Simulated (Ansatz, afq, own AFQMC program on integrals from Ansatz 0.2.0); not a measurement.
**AlO, doublet: AFQMC among the cluster methods**

```xyz
2

Al    0.0000    0.0000    0.0000
O     0.0000    0.0000    3.0620
```

Basis 6-31G. Noble-gas cores (and the filled d shells of Ga–Kr and In–Xe) are frozen. AFQMC by an in-house program on the Cholesky factors that Ansatz 0.2.0 writes for its CCSD(T) run. The CISD trial takes its coefficients from CCSD amplitudes. Released means that phaseless walkers are propagated on without the constraint, phases kept. Uncertainties: one standard error, sampling alone.

Determinant: ROHF, the one that the program's search chose, which needn't be the lowest solution. The geometry is a point of a scan.

Full CI on the same integrals is exact in this basis and with this determinant's frozen core.

Cautions: a spin-contaminated unrestricted determinant lies lower (UHF 1.19 eV lower, ⟨S²⟩ 1.61); strong correlation (T1 0.080, weight of the determinant 0.79, largest double 0.20); the released energy hasn't reached full CI (56 meV above it at 1.62 1/Eh, later times being too noisy to tell), so no released level is given (meV from the phaseless value at times in 1/Eh: -10 ± 9 at 0.24, -23 ± 11 at 0.51, -46 ± 15 at 0.99, -40 ± 9 at 1.62, -67 ± 20 at 2.40).

* T1 diagnostic: 0.0802
* weight of the determinant in the CISD state: 0.788
* size of the correlated space: 9 electrons in 16 orbitals

```csv
level,correlation energy (eV)
MP2,-3.5116
CCSD,-4.2071
CCSD(T),-4.4014
```

Problem. Estimate where phaseless AFQMC with a CISD trial lies against CCSD(T) on the same integrals.

Solution. 1.05 ± 0.32 mEh above CCSD(T).

Reference: full CI, correlation energy -4.469 eV. The cautions show a poor starting determinant, so the rows tell how each method copes with it here, and full CI is the sure value.

```json
{"level": "CCSD(T)", "E − E(reference) (mEh)": "2.48", "share of correlation (%)": "98.49"}
{"level": "CCSDT", "E − E(reference) (mEh)": "1.49", "share of correlation (%)": "99.09"}
{"level": "CCSDT(Q)", "E − E(reference) (mEh)": "-1.55", "share of correlation (%)": "100.94"}
{"level": "CCSDTQ", "E − E(reference) (mEh)": "0.01", "share of correlation (%)": "99.99"}
{"level": "ph-AFQMC/HF", "E − E(reference) (mEh)": "1.70 ± 1.76", "share of correlation (%)": "98.96"}
{"level": "ph-AFQMC/CISD", "E − E(reference) (mEh)": "3.53 ± 0.32", "share of correlation (%)": "97.85"}
```

CCSDT and higher add their correlation energy to the determinant of the CCSD(T) run, since their own runs factorise the integrals more tightly (a shift of under 2 meV). A walk keeps the symmetry of its determinant, which the program's search chose and which needn't be the lowest solution, so a lower state of the same spin and another symmetry isn't excluded.
